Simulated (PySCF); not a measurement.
**Aluminium: a sound run and one with changed settings**

Sound run: Al [Ne] 3s2 3p1, Al⁺ [Ne] 3s2. Calculation: PySCF 2.14, in pcseg-2 (5s4p2d1f, 34 functions); the non-relativistic Hamiltonian (point nucleus). The sound run starts from symmetry-adapted Hartree-Fock orbitals and uses a fine grid where one is needed.

Changed run: initial guess sap, at most 50 SCF cycles, level shift 10.0 hartree.

```csv
species,method,sound run (hartree),changed run (hartree),converged
Al,UHF,-241.86934,-241.86934,no
Al,MN15,-242.27691,-242.27627,no
Al,B3LYP,-242.39251,-242.39184,no
Al⁺,UHF,-241.66511,-241.66510,no
Al⁺,MN15,-242.06606,-242.06603,no
Al⁺,B3LYP,-242.17139,-242.17132,no
```

A level shift slows the SCF but leaves a converged energy unchanged.
